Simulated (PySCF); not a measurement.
**Carbon: a sound run and one with changed settings**

Sound run: C [He] 2s2 2p2, C⁺ [He] 2s2 2p1. Computed with PySCF 2.14 in aug-cc-pVDZ-DK (4s3p2d, 23 functions), with scalar relativity by spin-free X2C-1e. In the sound run the correlated levels freeze 1s2. The sound run starts from symmetry-adapted Hartree-Fock orbitals and uses a fine grid where one is needed.

A second run was set up differently.

```csv
species,method,sound run (hartree),changed run (hartree),converged
C,MP2,-37.75640,-37.75784,yes
C,CCSD(T),-37.77979,-37.78107,yes
C⁺,MP2,-37.34701,-37.34840,yes
C⁺,CCSD(T),-37.37327,-37.37442,yes
```

Ionisation energy of C:

```csv
method,sound run (eV),changed run (eV)
UHF,10.812,10.812
MP2,11.140,11.141
SCS-MP2,11.032,11.031
CCSD,11.046,11.050
CCSD(T),11.062,11.065
```

(1) What was changed?
A. all electrons correlated in a valence basis
B. minimal basis
C. level shift left on
D. basis contracted for another Hamiltonian

Results:

(1) A. A valence basis has no tight correlating functions, so it recovers only part of the core correlation, and not evenly between atom and ion.
